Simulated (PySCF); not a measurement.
Molecule: SMILES C=C(C)/C=C/Cl, C$_{5}$H$_{7}$Cl.

Structure with atom numbers: `[CH2:1]=[C:2]([CH3:3])/[CH:4]=[CH:5]/[Cl:6]` (H(Xn): hydrogen on atom n). Ha(C1) is cis to C3; Hb(C1) is trans to C3.

Geometry PBE0-D3(BJ)/def2-SVP throughout; GIAO in PySCF, gas phase, one conformer, non-relativistic; equivalent atoms averaged; basis pcSseg-1.

Q: How do the shifts δ (against TMS at the same level) depend on the functional? (a selection of nuclei; ppm; last column core-seconds on shared hosts with different chips, so compare them loosely; the GGAs took longer than the global hybrids here, which isn't the general rule, and the cause wasn't traced)

A: 
```tsv
functional	kind	C2	C4	C5	C1	C3	H(C4)	Ha(C1)	Hb(C1)	H(C3)	core-s
HF	Hartree–Fock	145.9	144.8	130.7	126.8	18.6	6.73	5.38	5.31	1.83	5.4
LDA	LDA	152.1	147.8	137.3	129.7	19.8	6.57	5.31	5.23	1.82	16
PBE	GGA	146.0	141.5	131.4	123.2	20.4	6.45	5.19	5.14	1.81	19
BLYP	GGA	147.7	142.4	132.6	122.3	20.7	6.36	5.06	5.02	1.80	19
BP86	GGA	146.1	141.6	131.5	123.2	20.6	6.45	5.19	5.14	1.82	19
OPBE	GGA	138.4	134.7	125.5	118.9	20.1	6.48	5.27	5.24	1.82	19
KT2	GGA	137.5	133.8	123.2	115.3	19.6	6.27	5.04	4.99	1.78	19
KT3	GGA	135.4	131.4	121.8	113.4	19.9	6.24	5.01	4.98	1.78	17
B97-D	GGA	141.7	137.0	127.7	118.8	20.5	6.36	5.10	5.07	1.82	18
B3LYP	global hybrid	148.5	144.5	133.7	125.1	20.3	6.46	5.17	5.11	1.80	12
PBE0	global hybrid	146.8	143.6	132.5	126.2	20.0	6.55	5.31	5.25	1.81	11
mPW1PW91	global hybrid	146.7	143.6	132.6	126.2	20.1	6.54	5.29	5.24	1.81	16
WP04	global hybrid	146.8	142.7	134.1	124.4	21.2	6.20	5.01	4.98	1.76	15
B97-2	global hybrid	143.6	140.2	129.7	123.0	20.1	6.48	5.24	5.19	1.82	14
BHandHLYP	global hybrid	148.6	146.0	133.8	127.3	19.6	6.56	5.27	5.20	1.81	13
CAM-B3LYP	range-separated hybrid	150.4	147.3	135.0	128.4	19.7	6.54	5.28	5.19	1.79	18
wB97X-D	range-separated hybrid	147.3	144.6	132.6	127.3	20.1	6.56	5.35	5.26	1.80	19
LC-wPBE	range-separated hybrid	149.8	148.1	134.7	131.9	19.5	6.66	5.50	5.39	1.78	25
```

Q: Which nucleus among those listed moves most, in ppm?

A: C1 (terminal =CH2 carbon): from 113.4 ppm with KT3 to 131.9 ppm with LC-wPBE. The smallest spread is 0.07 ppm, at H(C3). Proton shifts span only some 12 ppm, so a few tenths of a ppm matter as much there as several ppm in carbon.
